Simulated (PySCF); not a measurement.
C2H5S (doublet state).
Geometry (GFN2-xTB, Å), atoms numbered from 1 in this order:
```xyz
8
C2H5S angstrom
C      1.5099    0.0601    0.2563
S      0.2272   -0.9330   -0.2592
C     -1.1957   -0.0020    0.3873
H      1.3929    0.6240    1.1611
H      2.4869   -0.2477   -0.0557
H     -1.1215    0.0613    1.4690
H     -2.0912   -0.5443    0.1034
H     -1.1995    0.9910   -0.0520
```

The hyperfine couplings belong to this conformer and change with its torsions.

Identity: `[CH2]SC` [radical].

Method: UKS B3LYP, pcH-1 on C H S, non-relativistic, mean-field spin-orbit, GIAO (PySCF 2.14.0). Isolated species at its GFN2-xTB geometry, gas phase. The geometry wasn't refined by DFT: couplings that depend on bond lengths, twists or pyramidal angles can differ widely from those at the functional's own minimum. The SCF solution wasn't tested for stability.

Principal values of hyperfine tensors in MHz (contact, dipolar and spin–orbit terms together), for some of the nuclei:

| atom | isotope | A1 | A2 | A3 |
| --- | --- | --- | --- | --- |
| C1 | 13C | 60.02 | 61.04 | 260.62 |
| H5 | 1H | -79.33 | -49.65 | -14.20 |
| H4 | 1H | -59.93 | -29.95 | 4.16 |
| H8 | 1H | 11.89 | 13.05 | 20.60 |
| H6 | 1H | 10.07 | 11.10 | 18.04 |
| C3 | 13C | 1.86 | 2.64 | 5.36 |
| H7 | 1H | -3.68 | -3.02 | 3.10 |

Question: Give the isotropic coupling of each nucleus in MHz and in mT (g = 2.0051), and the anisotropic part.

Answer: a_iso = (A1 + A2 + A3)/3, Ti = Ai − a_iso; 1 mT corresponds to 28.064 MHz. The tensors hold a spin–orbit part: the run splits a_iso into a_FC + a_SO, and T includes its anisotropic share.

```
atom  a_iso (MHz)    a_FC  a_SO  a_iso (mT)      T1      T2      T3
  C1       127.23  126.89  0.33       4.533  -67.21  -66.18  133.39
  H5       -47.72  -47.84  0.11      -1.701  -31.60   -1.93   33.53
  H4       -28.57  -28.68  0.10      -1.018  -31.35   -1.38   32.73
  H8        15.18   15.17  0.01       0.541   -3.29   -2.13    5.42
  H6        13.07   13.06  0.01       0.466   -3.00   -1.97    4.97
  C3         3.29    3.28  0.01       0.117   -1.43   -0.64    2.07
  H7        -1.20   -1.21  0.01      -0.043   -2.48   -1.82    4.30
```

Question: What spin density at the nucleus of H4 lies behind its contact coupling (g_N = 5.58569)?

Answer: a_FC = 800.24 MHz bohr³ × g_N × ρ(0)/(2S). With a_FC = -28.68 MHz and 2S = 1, ρ(0) = -0.006415 bohr⁻³. In magnitude that is 2.0 % of the 1/π = 0.318 of a free hydrogen atom.

Question: S2 (33S, g_N = 0.42921) isn't in the table. Its spin density at the nucleus is 0.02287 bohr⁻³. What is its contact coupling?

Answer: By the same relation, a_FC = 7.85 MHz. The spin–orbit term adds -0.45 MHz. Its full tensor has the principal values -20.98, -16.24, 59.45 MHz.

Question: Name the largest traceless tensor T of the table and describe it.

Answer: C1: -67.2, -66.2, 133.4 MHz (the dipolar term alone has -67.3, -66.5, 133.7), axial, in the ratio −1:−1:+2, the form that spin in one p orbital centred on that nucleus gives.

Question: What first-order splitting does H5 cause when the field lies along A1, A2 or A3 of its tensor (g taken as isotropic, no quadrupole term)?

Answer: 2 lines (I = 1/2), spaced by |A_i|/(g × 13.996): 2.83, 1.77, 0.51 mT along the axes of A1, A2 and A3.

Hardware: x86-64 server, one thread, shared host. Cost: 16 s of wall time.
